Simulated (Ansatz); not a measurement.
We consider trigonal Se, described by B3LYP (VWN-RPA form) (Ansatz, a program for electronic structure, plane waves, PAW).

Run with plane-wave cutoff 460 eV, 9×9×6 k mesh (along the axes of the cell as run), Fermi–Dirac smearing 0.01 eV, scalar-relativistic PAW data made under PBE.

Computed at the level's own relaxed cell.

### Question
Predict the Γ–Γ gap, band gap and smallest direct gap on the k points sampled.

### Answer

Γ–Γ gap: 4.31 eV
band gap: 3.06 eV (indirect)
smallest direct gap on the k points sampled: 3.17 eV

Note: the cell comes from a level without a dispersion term, which matters for the spacing of layers, chains or molecules.

Spin–orbit coupling is not included.

Computing time: around 2.3 core-hours (rough).
